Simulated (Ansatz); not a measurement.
Compare A (`C1=NCOC1`) with its isomer B (`N/C=C1/CO1`).

Isolated molecules relaxed with PBE0-D4/def2-TZVP in Ansatz; ΔE leaves out vibrations. CCSD(T)/CBS is the MP2 limit (def2-TZVPP, def2-QZVPP) plus CCSD(T) − MP2 in def2-TZVPP, frozen cores. Functionals use def2-TZVPP. B3LYP here is the variant with VWN-RPA as its local correlation; programs differ in this. One conformer a species, not always the lowest.

**Question.** Which isomer does CCSD(T)/CBS put lower? Give the gap. (Estimate.)

**Answer.** The calculation gave: A, by 32.3 kcal/mol.

**Question.** Give E(B) − E(A) in kcal/mol with BLYP-D4, CCSD(T)/def2-SVP, HF/def2-TZVPP, PBE-D4, CCSD/def2-TZVPP, CCSD(T)/def2-TZVPP, B3LYP. (Best estimate.)

**Answer.** Computed: BLYP-D4 27.4, CCSD(T)/def2-SVP 35.6, HF/def2-TZVPP 37.7, PBE-D4 26.6, CCSD/def2-TZVPP 34.1, CCSD(T)/def2-TZVPP 33.5, B3LYP 29.0. None reverses the order clearly.

**Question.** Does the order hold for the free energy at 298.15 K (harmonic terms from PBE0-D4)? (Best estimate.)

**Answer.** The calculation gave: Yes: G(B) − G(A) = +30.8 kcal/mol, for one conformer each.

Largest T1 diagnostic: 0.013.

From r2SCAN to r2SCAN0 (25 % exact exchange), in def2-TZVPP and without D4, E(B) − E(A) moves by +2.2 kcal/mol. In def2-TZVPP, CCSD(T) changes the Hartree–Fock value by −4.1 kcal/mol (the triples alone add −0.6 kcal/mol) and MP2 by −5.6 kcal/mol.
